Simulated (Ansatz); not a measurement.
The input, for Ansatz 0.2.0:

```yaml
crystal:
  periodic: [false, false, false]
  atoms:
    - {symbol: C, position_ang: [0.000000, -0.356652, 1.647526]}
    - {symbol: Si, position_ang: [0.000000, 0.302766, 0.041878]}
    - {symbol: C, position_ang: [0.000000, -0.345459, -1.529412]}
    - {symbol: H, position_ang: [0.000000, -0.069934, -2.574356]}
basis:
  gaussian: {orbitals: STO-3G}
magnetization: {spin_polarized: false, initial_magnetization: 1}
correlation: {active_space: {window: {electrons: 1, orbitals: 2}, fixed_orbitals: true}}
scf: {lower_state_search: light}
```

```sh
$ ansatz run in.yaml --threads 1 --pin off --events-out ev --progress --plain --max-ram 2393MiB
```

Question: Roughly how long does this take on 1 thread of AMD EPYC 9R14, shared host, and how much host memory?

Answer: 0.61 s wall and 0.16 GiB.

```
236 factors; integrals over basis functions are off by at most 2.7e-5 eV
mean field evaluation 1: about -9809.9261 eV, gradient 1.1e1 eV
mean field evaluation 2: about -9809.9461 eV, gradient 1.1e1 eV
mean field evaluation 4: about -9811.0788 eV, gradient 5.3e0 eV
mean field evaluation 8: about -9811.3866 eV, gradient 2.2e-1 eV
mean field evaluation 16: about -9811.3935 eV, gradient 5.7e-1 eV
mean field evaluation 32: about -9811.3703 eV, gradient 2.0e-1 eV
mean field evaluation 64: about -9809.6770 eV, gradient 7.4e-6 eV
mean field evaluation 96: about -9809.6770 eV, gradient 2.4e-6 eV
mean field evaluation 128: about -9811.4210 eV, gradient 7.4e-1 eV
mean field evaluation 160: about -9811.0199 eV, gradient 1.5e0 eV
mean field evaluation 192: about -9811.1225 eV, gradient 2.1e-5 eV
mean field -9811.44442938 eV, -360.5639323437 hartree, gradient 2.9e-6 eV, S^2 0.750000; 19 other end points of the search recorded, 0 dependent functions left out
reference -9811.44442938 eV, -360.5639323437 hartree; 14, 13 occupied and 6, 7 virtual orbitals, 236 factors
state -9811.44442938 eV, -360.5639323437 hartree
Total energy: -9811.44442938 eV, -360.5639323437 hartree
```

The active space holds one configuration alone, so it describes no static correlation.

Natural occupations: 1.0000 0.0000.
